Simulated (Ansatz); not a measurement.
Dissociation curve of HCl, singlet.

Method: restricted PBE/def2-SVP (Ansatz, an electronic-structure program).

The batch members p0 to p11 hold the bond at 0.96, 1.01, 1.11, 1.14, 1.22, 1.26, 1.28, 1.33, 1.36, 1.40, 1.50, 1.58 Å.

Ansatz input:

Ansatz 0.2 input:
```yaml
# input.yaml
basis:
  gaussian: { orbitals: def2-svp }
hamiltonian:
  xc: pbe
batch:
  members: [p0.yaml, p1.yaml, p2.yaml, p3.yaml, p4.yaml, p5.yaml, p6.yaml, p7.yaml, p8.yaml, p9.yaml, p10.yaml, p11.yaml]

# p6.yaml, one of the 12 members of this batch
crystal:
  periodic: [false, false, false]
  atoms:
    - { symbol: Cl, position_ang: [0.0, 0.0, 0.0] }
    - { symbol: H, position_ang: [0.0, 0.0, 1.28] }
total_charge: 0
magnetization:
  spin_polarized: false
```

Lines of the output on each member:

```
Member 3: Total energy: -12529.28546528 eV, -460.4427481944 hartree
Member 1: Total energy: -12527.56526501 eV, -460.3795320003 hartree
Member 0: Total energy: -12526.35702434 eV, -460.3351299749 hartree
Member 2: Total energy: -12529.02835471 eV, -460.4332995552 hartree
Member 4: Total energy: -12529.68624254 eV, -460.4574764870 hartree
Member 5: Total energy: -12529.76690668 eV, -460.4604408395 hartree
Member 6: Total energy: -12529.78405099 eV, -460.4610708813 hartree
Member 7: Total energy: -12529.77152546 eV, -460.4606105764 hartree
Member 8: Total energy: -12529.73247899 eV, -460.4591756453 hartree
Member 9: Total energy: -12529.65127235 eV, -460.4561913563 hartree
Member 10: Total energy: -12529.34438320 eV, -460.4449133881 hartree
Member 11: Total energy: -12529.03363325 eV, -460.4334935378 hartree
```

The restricted form behind RKS-PBE keeps the bonding electrons paired and can't separate into open-shell fragments.
